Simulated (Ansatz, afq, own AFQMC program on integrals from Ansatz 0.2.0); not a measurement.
AFQMC on a folder of integrals that Ansatz 0.2.0 wrote.

```yaml
crystal:
  periodic: [false, false, false]
  atoms:
    - {symbol: Al, position_ang: [0.000000, 0.000000, 0.000000]}
    - {symbol: F, position_ang: [0.000000, 0.000000, 1.719000]}
basis:
  gaussian: {orbitals: aug-cc-pVDZ}
total_charge: -1
magnetization: {spin_polarized: false, initial_magnetization: 3}
correlation: {method: ccsd_t, electrons: outside_noble_gas, hamiltonian_folder: ham}
```

```sh
$ ansatz run in.yaml --threads 1 --pin off --events-out ev --progress --plain --max-ram 1843MiB
```

afq runs on the folder ham with

```
--method free --trial cisd --walkers 60 --time-step 0.03 --max-blocks 80 --target-error 0.0004 --factor-cut 1e-05 --seed 5886 --times 0,0.21,0.42,0.81,1.2,1.8,2.4,3 --taylor-order 8
```

Times are imaginary, in 1/Eh. The walk had a cap of 2083 s.

Output of the walk:

```
orbitals 44  electrons 7 4  factors 318 of 482
reference energy -341.36709713 Eh
CCSD correlation -0.24653067 Eh in 12 cycles, weight of the determinant in the CISD state 0.9182
repeat  energy at the last time / Eh  error
    10  -341.618676  0.001167
    20  -341.620308  0.001101
    30  -341.620068  0.001042
    40  -341.620217  0.000828
    50  -341.620234  0.000674
    60  -341.620156  0.000637
    70  -341.620629  0.000609
    80  -341.620605  0.000555
time / (1/Eh)  energy / Eh  error  mean overlap
  0.00  -341.613259  0.000188  1.0886
  0.21  -341.617922  0.000285  1.0783
  0.42  -341.618910  0.000289  1.0821
  0.81  -341.619150  0.000293  1.0925
  1.20  -341.620147  0.000358  1.0797
  1.80  -341.620303  0.000382  1.0790
  2.40  -341.620511  0.000433  1.0714
  3.00  -341.620605  0.000555  1.0771
energy -341.620605 +/- 0.000555 Eh
```

The run passed its tests (error under three times the target), which doesn't prove that it has relaxed.

Against this walk (error 15.1 meV) on the same determinant: CCSD(T) 28.5 meV higher (within the noise), CCSDT(Q) 8.3 meV higher (within the noise). The error is statistical, and a free projection of finite length keeps a remainder of its start.

Cautions: remainder of the start not in the error; error above the target (15.1 against 10.9 meV); lower spins were not checked.

The walk took 4.9 min on 1 thread of Arm Neoverse V2, on a shared host. The log's last line is the free-projection energy.

CCSDT and higher add their correlation energy to the determinant of the CCSD(T) run, since their own runs factorise the integrals more tightly (a shift of under 2 meV). A walk keeps the symmetry of its determinant, which the program's search chose and which needn't be the lowest solution, so a lower state of the same spin and another symmetry isn't excluded.
